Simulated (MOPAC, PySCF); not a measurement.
Series CXY, Y = methyl, computed as singlets and as triplets. Gas-phase values, no solvent. One relaxed conformer stands for each flexible species; it need not be the lowest. Strings in code marks are SMILES.

Quantity: adiabatic spin-state energy, in eV. HF references are unrestricted for open shells and restricted for singlets. Semi-empirical values (MOPAC) are differences of heats of formation.

Level 1: B3LYP-D3(BJ)/def2-TZVP (PySCF)
Level 2: PBE-D3(BJ)/def2-TZVP // B3LYP-D3(BJ)/def2-TZVP (PySCF)
Level 3: HF/3-21G // B3LYP-D3(BJ)/def2-TZVP (PySCF)
Level 4: PM7 // B3LYP-D3(BJ)/def2-TZVP (MOPAC)

```tsv
species	level 1	level 2	level 3	level 4
`C[C]S`: multiplicity 3 minus multiplicity 1	0.81	0.82	-0.65	0.088
`C[C]F`: multiplicity 3 minus multiplicity 1	0.79	0.72	-0.243	0.94
`B[C]C`: multiplicity 3 minus multiplicity 1	0.67	0.76	-0.428	0.56
`C[C]O`: multiplicity 3 minus multiplicity 1	1.23	1.15	0.217	1.01
`C[C]N`: multiplicity 3 minus multiplicity 1	1.56	1.51	0.64	0.91
```
